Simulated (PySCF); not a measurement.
Species: C₅H₁₂O.
Numbering: `[CH3:1][CH2:2][CH:3]([OH:4])[CH2:5][CH3:6]` (hydrogens: H7, H8, H9 on C1; H10, H11 on C2; H12 on C3; H13 on O4; H14, H15 on C5; H16, H17, H18 on C6)

Cartesian coordinates in Å at the PBE0-D3(BJ)/def2-SVP level; atoms count from 1:
```xyz
18
C5H12O angstrom
C      2.522    0.366   -0.173
C      1.221   -0.289   -0.604
C      0.003    0.238    0.148
O      0.155    0.088    1.544
C     -1.301   -0.388   -0.338
C     -2.530    0.173    0.356
H      3.390   -0.077   -0.685
H      2.666    0.259    0.912
H      2.516    1.445   -0.397
H      1.058   -0.149   -1.687
H      1.276   -1.383   -0.449
H     -0.056    1.332   -0.008
H      0.231   -0.856    1.725
H     -1.377   -0.251   -1.431
H     -1.240   -1.481   -0.176
H     -2.651    1.247    0.142
H     -2.436    0.066    1.447
H     -3.449   -0.339    0.033
```

The closed-shell ground state was solved at several levels (PySCF, density fitting, gas phase, non-relativistic).

```csv
level,basis functions,HOMO (eV),LUMO (eV),gap (eV),dipole (D)
B3LYP/6-31G-J,120,-7.20,1.78,8.98,1.81
B3LYP/pcJ-1,282,-7.48,0.94,8.42,1.57
B3LYP/pcJ-0,114,-7.24,2.12,9.36,1.74
B3LYP/6-31G*,108,-7.12,1.94,9.06,1.50
CAM-B3LYP/def2-SVPD,219,-9.31,1.21,10.52,1.66
PBE0/pcSseg-1,162,-7.74,1.25,8.99,1.56
```

Task: What might B3LYP/def2-TZVP (258 basis functions) give for the same quantities?

Result: HOMO -7.51 eV, LUMO 0.59 eV, gap 8.10 eV, dipole 1.55 D.

Task: Over all these levels, which gives the widest orbital gap and which the narrowest?

Result: CAM-B3LYP/def2-SVPD (range-separated hybrid) has the widest, 10.52 eV, and B3LYP/def2-TZVP (global hybrid, 20 % exact exchange) the narrowest, 8.10 eV. Functional and basis both differ between the two, so the spread mixes both effects.

Task: How much does the basis alone move the frontier levels among the 5 B3LYP rows (the withheld one included)?

Result: The HOMO by 0.39 eV and the LUMO by 1.53 eV. By rising basis size (HOMO, LUMO in eV): 6-31G* -7.12, 1.94; pcJ-0 -7.24, 2.12; 6-31G-J -7.20, 1.78; def2-TZVP -7.51, 0.59; pcJ-1 -7.48, 0.94.

Task: How far do the dipole and the HOMO energy spread over the levels?

Result: The dipole runs from 1.50 to 1.81 D (mean 1.62 D) and the HOMO from -9.31 to -7.12 eV.

One conformer stands for the species.
